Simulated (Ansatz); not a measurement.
`[BH2][AlH][OH]` + NH₃ → `[NH2][AlH][OH]` + BH₃ at 400 K and 1 bar (cleavage of the Al–B bond).

Program: Ansatz. Geometries: PBE0-D4/def2-TZVP. ΔE: electronic, gas phase. CCSD(T)/CBS adds triple-zeta CCSD(T) − MP2 to the extrapolated MP2 energy (def2 sets, frozen cores). This one scheme is used for every species. One conformer a species, not always the lowest.

```tsv
species	CCSD(T)/CBS energy (Eh)	H − E (kJ/mol)	S (J/(mol·K))
`[BH2][AlH][OH]`	-344.39123	130.4	325.1
NH₃	-56.50880	104.2	203.1
`[NH2][AlH][OH]`	-374.39395	146.2	316.6
BH₃	-26.55200	82.6	199.4
```

H − E and S are ideal-gas, rigid-rotor, harmonic terms from PBE0-D4/def2-TZVP, for one conformer and one mirror image of each species. 1 Eh = 2625.50 kJ/mol, R = 8.31446 J/(mol·K).

Problem. By hand: ΔE, ΔH, ΔS and ΔG.

Solution. ΔE = (-374.39395) + (-26.55200) − (-344.39123) − (-56.50880) = -0.04592 Eh = -120.6 kJ/mol. Δ(H − E) = 146.2 + 82.6 − 130.4 − 104.2 = -5.8, so ΔH = -126.4 kJ/mol. ΔS = 316.6 + 199.4 − 325.1 − 203.1 = -12.2 J/(mol·K). ΔG = -126.4 − 400 × (-12.2)/1000 = -121.5 kJ/mol.

Problem. By hand: the equilibrium constant, and the temperature at which ΔG would vanish if ΔH and ΔS stayed fixed.

Solution. log₁₀ K = −ΔG/(RT ln 10) = 15.9. ΔG = 0 at ΔH/ΔS = 10361 K, far beyond where these terms or the molecules hold.

The number of gas molecules stays the same, so ΔS is small and ΔH decides. A doubt of 5 kJ/mol in ΔE shifts log₁₀ K by 0.7 here. Other conformers and mirror images would add mixing entropy, several J/(mol·K) or more a flexible species. These are equilibria of isolated gas molecules and say nothing of rates. Largest T1 diagnostic: 0.012 (customary marks: 0.02 for closed shells, 0.045 for open ones).
